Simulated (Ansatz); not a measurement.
Two shapes of doublet N4(+) in separate pieces.

Shape 1:

```xyz
4

N     0.0000    0.5490    0.0000
N     0.0000   -0.5490    0.0000
N     0.0000    0.5490    6.0000
N     0.0000   -0.5490    6.0000
```

Shape 2:

```xyz
4

N     0.0000    0.5490    0.0000
N     0.0000   -0.5490    0.0000
N     0.0000    0.5490    3.0000
N     0.0000   -0.5490    3.0000
```

Basis set: cc-pVDZ (spherical functions). Frozen core: 4 orbitals. Charge 1, multiplicity 2.

Computed with Ansatz (development build ahead of 0.2.0); the reference of a correlated method needn't be the lowest determinant of its kind.

Question: Which shape is lower in energy, and by how much in each method?

Answer:

| method | E(2) − E(1) (eV) |
| --- | --- |
| UHF-CCSD | -0.130 |
| UHF-CCSD(T) | -0.181 |

Shape 2 is lower. Caution: the reference determinant was not shown to be the lowest; the charge can sit on one fragment and break the point group. Caution for UHF-CCSD(T): another reference gives a lower total.
